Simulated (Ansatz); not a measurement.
System: wurtzite AlN. Method: G0W0@HSE06 (Ansatz, a program for electronic structure, plane waves, hard PAW, contour deformation).

The cell has the measured lattice parameters. Conventional cell: a = 3.1120 Å, b = 3.1120 Å, c = 4.9820 Å, α = 90.00°, β = 90.00°, γ = 120.00°.

The quasiparticle gap at Γ at a fixed k mesh 6×6×2:

| response cutoff | value (eV) |
|---|---|
| 150 eV, 320 empty bands | 6.482 |
| 200 eV, 493 empty bands | 6.539 |
| 250 eV, 689 empty bands | 6.565 |
| 300 eV, 906 empty bands | 6.581 |

Problem. Taking the value to converge with the response cutoff E as E^(−3/2), extrapolate from the last two rows.

Solution. With y = y∞ + c/w and weights w = 3953 and 5196 for the last two rows, y∞ = (w2 y2 − w1 y1)/(w2 − w1) = (5196 × 6.581 − 3953 × 6.565)/1243 = 6.632 eV, which lies 0.051 beyond the last row. Successive pairs of rows give 6.645, 6.630, 6.632. The limit also hangs on the law assumed, so its last digits aren't firm.

The other settings are not extrapolated, so this is the limit in one setting alone.

Note: GW on a hybrid start was not checked against another program.
